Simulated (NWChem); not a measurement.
**Atomisation of CH3**

```
C
H 1 1.0908
H 1 1.0908 2 120.00
H 1 1.0908 2 120.00 3 180.00
```
Charge 0, spin multiplicity 2.

Program: NWChem. The geometry was optimised at UB3LYP/def2-SVP, a minimum by its harmonic frequencies.

Basis set: def2-TZVP. The atomisation energy is electronic alone: no zero-point, thermal, spin-orbit or counterpoise terms. No value is extrapolated to the basis-set limit. Free atoms are single determinants with multiplicities C 3, H 2.

B3LYP has NWChem's definition, with VWN1-RPA local correlation. The structure started from a generated list of species. The unpaired electrons of the parent sit in orbitals of symmetry b2 (C2v labels of the run); other states weren't searched. No SCF solution was tested for a lower state.

Task: For the atomisation energy, PBE gives 309.5 kcal/mol and BP86 gives 316.6 kcal/mol. What do LDA (SVWN5), BHandHLYP, B3LYP give?

Result: LDA (SVWN5): 338.6 kcal/mol; BHandHLYP: 304.2 kcal/mol; B3LYP: 309.1 kcal/mol.
